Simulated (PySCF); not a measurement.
Atoms are numbered as in `[CH3:1][C:2]1=[C:3]([F:4])[C@@H:5]1[OH:6]`. Each H is labelled by its parent atom.

Non-relativistic, one conformer, no solvent model, one averaged value for each set of equivalent atoms. NMR shieldings at CAM-B3LYP/pcSseg-2/GIAO; spin–spin couplings from B3LYP/pcJ-1 (spin–dipole term only in couplings to heteroatoms); PBE0-D3(BJ)/def2-SVP geometry; PySCF.

List the cross peaks expected in HSQC, COSY and HMBC spectra.

Answers



HSQC (one-bond C–H):
| δH | δC | 1J(C,H) (Hz) |
| --- | --- | --- |
| 4.45 (H(C5)) | 61.7 (C5) | 193 |
| 1.87 (H(C1)) | 6.5 (C1) | 137 |

HMBC (two and three bonds, |J| ≥ 2.5 Hz):
| δH | δC [abs. J in Hz] |
| --- | --- |
| 4.45 (H(C5)) | 155.3 (C3) [6.1] |
| 1.87 (H(C1)) | 155.3 (C3) [9.4], 107.2 (C2) [8.3], 61.7 (C5) [4.4] |

No COSY cross peaks are expected.

Chemical shifts δ = σref − σ; 1H (31.34 ppm) and 13C (182.55 ppm) against TMS, all at this level.

OH and NH positions are those of a molecule without intermolecular hydrogen bonds; in solution they move with solvent, concentration and temperature, and exchange usually removes their couplings. Common functionals overestimate the size of one-bond C–F couplings by tens of Hz; these are unscaled. Shifts are as computed, not scaled to solution data. Of 1211 compounds with measured shifts, 218 miss one by over three times the rms of a fit or turn the order of signals round; such compounds aren't used in these exercises.
